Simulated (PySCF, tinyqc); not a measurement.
RHF in the sto-3g basis, for LiH, spin multiplicity 1, step by step. The lowest restricted solution is unstable here: a spin-polarised one lies 0.0213 hartree lower (PySCF). One step of it, computed by the program tinyqc.

Question. Iteration 1: building the Fock matrix. J_ij = sum D_kl (ij|kl), K_ij = sum D_kl (ik|jl); F = H + J - 0.5 K; E = tr D H + tr D J / 2 - 0.25 tr D K + E_nn.

D at the start, lower triangle:
```
            1Li 1s    1Li 2s   1Li 2px   1Li 2py   1Li 2pz     2H 1s
1Li 1s    1.974886
1Li 2s    0.023963  0.196148
1Li 2px   0.000000  0.000000  0.000000
1Li 2py   0.000000  0.000000  0.000000  0.000000
1Li 2pz  -0.094027  0.316463  0.000000  0.000000  0.519506
2H 1s    -0.126861  0.379508  0.000000  0.000000  0.623949  0.749489
```

core Hamiltonian H = T + V (hartree), lower triangle:
```
            1Li 1s     1Li 2s    1Li 2px    1Li 2py    1Li 2pz      2H 1s
1Li 1s   -4.624043
1Li 2s   -1.037136  -1.317576
1Li 2px   0.000000   0.000000  -1.071906
1Li 2py   0.000000   0.000000   0.000000  -1.071906
1Li 2pz  -0.006994  -0.076380   0.000000   0.000000  -1.127168
2H 1s    -0.043636  -0.304731   0.000000   0.000000  -0.435441  -1.120404
```

Two-electron integrals (ij|kl) in chemists' order, unique and non-zero (hartree):
```
(11|11) 1.680395   (21|11) 0.265420   (21|21) 0.049941   (22|11) 0.397727
(22|21) 0.092860   (22|22) 0.290562   (31|31) 0.008981   (32|31) 0.013788
(32|32) 0.064184   (33|11) 0.396640   (33|21) 0.092880   (33|22) 0.290497
(33|33) 0.312946   (41|41) 0.008981   (42|41) 0.013788   (42|42) 0.064184
(43|43) 0.016869   (44|11) 0.396640   (44|21) 0.092880   (44|22) 0.290497
(44|33) 0.279207   (44|44) 0.312946   (51|51) 0.008981   (52|51) 0.013788
(52|52) 0.064184   (53|53) 0.016869   (54|54) 0.016869   (55|11) 0.396640
(55|21) 0.092880   (55|22) 0.290497   (55|33) 0.279207   (55|44) 0.279207
(55|55) 0.312946   (61|11) 0.010062   (61|21) 0.001930   (61|22) 0.003746
(61|33) 0.003695   (61|44) 0.003695   (61|51) 0.000276   (61|52) 0.000545
(61|55) 0.003852   (61|61) 0.000085   (62|11) 0.057876   (62|21) 0.013840
(62|22) 0.050790   (62|33) 0.047745   (62|44) 0.047745   (62|51) 0.002046
(62|52) 0.016159   (62|55) 0.056830   (62|61) 0.000669   (62|62) 0.019748
(63|31) 0.000673   (63|32) 0.004012   (63|53) 0.001980   (63|63) 0.000876
(64|41) 0.000673   (64|42) 0.004012   (64|54) 0.001980   (64|64) 0.000876
(65|11) 0.082747   (65|21) 0.019868   (65|22) 0.074351   (65|33) 0.069315
(65|44) 0.069315   (65|51) 0.003143   (65|52) 0.025073   (65|55) 0.084350
(65|61) 0.000974   (65|62) 0.030607   (65|65) 0.047609   (66|11) 0.217934
(66|21) 0.052543   (66|22) 0.210586   (66|33) 0.194134   (66|44) 0.194134
(66|51) 0.006977   (66|52) 0.072634   (66|55) 0.243276   (66|61) 0.002524
(66|62) 0.110645   (66|65) 0.174922   (66|66) 0.774606
```

nuclear repulsion = 0.65384334 hartree

Give: Coulomb J; exchange K; Fock matrix F; total energy of this density.

Answer.

Coulomb J (hartree), lower triangle:
```
         1Li 1s  1Li 2s  1Li 2px  1Li 2py  1Li 2pz  2H 1s
1Li 1s    3.923
1Li 2s    0.667   1.286
1Li 2px   0.000   0.000    1.257
1Li 2py   0.000   0.000    0.000    1.257
1Li 2pz   0.018   0.136    0.000    0.000    1.337
2H 1s     0.027   0.300    0.000    0.000    0.452  1.527
```

exchange K (hartree), lower triangle:
```
         1Li 1s  1Li 2s  1Li 2px  1Li 2py  1Li 2pz  2H 1s
1Li 1s    3.345
1Li 2s    0.561   0.263
1Li 2px   0.000   0.000    0.046
1Li 2py   0.000   0.000    0.000    0.046
1Li 2pz  -0.002   0.208    0.000    0.000    0.353
2H 1s     0.024   0.282    0.000    0.000    0.424  0.930
```

Fock matrix F (hartree), lower triangle:
```
         1Li 1s  1Li 2s  1Li 2px  1Li 2py  1Li 2pz   2H 1s
1Li 1s   -2.373
1Li 2s   -0.651  -0.163
1Li 2px   0.000   0.000    0.162
1Li 2py   0.000   0.000    0.000    0.162
1Li 2pz   0.012  -0.044    0.000    0.000    0.034
2H 1s    -0.029  -0.145    0.000    0.000   -0.196  -0.058
```

total energy of this density = -7.76104 hartree
